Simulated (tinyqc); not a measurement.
Worked calculation: UHF in the sto-3g basis, for LiH, spin multiplicity 3. This run ends on a higher stationary point, not on the lowest solution. Computed by tinyqc, a small Python program that keeps every step (integrals from PySCF). Settings: charge = 0, multiplicity = 3, basis = sto-3g, energy threshold = 1e-08, iteration cap = 90, orthogonalisation = symmetric, start = Wolfsberg-Helmholz matrix, DIIS depth = 3, DIIS from iteration = 2, method = UHF. Command: `OMP_NUM_THREADS=1 python tinyqc.py 25124 25125 out.jsonl` (the two numbers bound the seeds that draw the settings). One thread of a shared host (Intel(R) Xeon(R) Processor @ 2.60GHz), about 0.1 s of CPU time with the checks.

Geometry (angstrom):
```
atom       x       y       z
Li    0.0000  0.0000  0.0000
H     0.0000  0.0000  2.7350
```

Stop when the energy changes by less than 1e-08 hartree and every element of the error matrix X^T (F D S - S D F) X (for each spin) is below 3e-05.

Course of the cycle:
```
iteration  E (hartree)     change  largest element of the error matrix
1            -7.586141          -                             1.84e-01
2            -7.689183  -1.03e-01                             6.87e-02
3            -7.701942  -1.28e-02                             2.36e-02
4            -7.704012  -2.07e-03                             1.80e-03
5            -7.704021  -9.74e-06                             3.59e-05
6            -7.704021  -2.06e-09                             4.90e-06
```

Can the last value be used, and what does the course show?

No, though the log alone does not show it. Converged in 6 iterations. But the solution lies 0.07458 hartree above the reference: it is another stationary point, not the lowest one. Reruns (cap 100 unless said): DIIS 8: converged in 6 to a higher stationary point; damping 0.5: converged in 27 to a higher stationary point; level shift 0.5: converged in 22 to a higher stationary point; atomic densities as start, DIIS 8: converged in 8. PySCF UHF in the same basis, after a stability check = -7.778600 hartree.
